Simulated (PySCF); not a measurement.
## The first ionisation energy along the third row

All values are computed (PySCF 2.14, energy differences of UHF-based or UKS calculations, no spin-orbit coupling). Values in eV. The last column holds reference values (NIST; (s) semi-empirical, (t) theoretical, else measured). Unmarked ones compare directly (S terms, centres of terms, or small fine structure); those marked * lie between the lowest fine-structure levels and include a spin-orbit shift.

```csv
element,configurations,UHF,LDA,PBE,PBE0,r2SCAN,MP2 (valence),reference
"Mg (aug-cc-pV5Z, non-relativistic)",[Ne] 3s2 → [Ne] 3s1,6.606,7.725,7.614,7.543,7.369,7.280,7.646
"Al (aug-cc-pV(5+d)Z, non-relativistic)",[Ne] 3s2 3p1 → [Ne] 3s2,5.609,6.037,6.080,6.099,6.182,5.865,5.977
"Si (aug-cc-pV(5+d)Z, non-relativistic)",[Ne] 3s2 3p2 → [Ne] 3s2 3p1,7.637,8.235,8.199,8.220,8.317,8.089,8.157
"P (aug-cc-pV(5+d)Z, non-relativistic)",[Ne] 3s2 3p3 → [Ne] 3s2 3p2,9.905,10.577,10.489,10.529,10.615,10.540,10.526
"Cl (aug-cc-pV(5+d)Z, non-relativistic)",[Ne] 3s2 3p5 → [Ne] 3s2 3p4,11.764,13.202,12.969,12.953,12.994,12.914,12.974
"Ar (aug-cc-pV(5+d)Z, non-relativistic)",[Ar] → [Ne] 3s2 3p5,14.548,15.989,15.701,15.712,15.759,15.894,15.819
```

Task: Fill in the row of S (aug-cc-pV(5+d)Z, non-relativistic) ([Ne] 3s2 3p4 → [Ne] 3s2 3p3).

Result: UHF 9.237; LDA 10.567; PBE 10.429; PBE0 10.404; r2SCAN 10.370; MP2 (valence) 10.146; reference 10.336 (eV).

"Valence" correlates the outer s and p shells and, in groups 3 to 12 and the f block, the outer d or f shell, open or full, or the next shell where the ion has no valence electron left; the wider scheme adds the next inner shell.
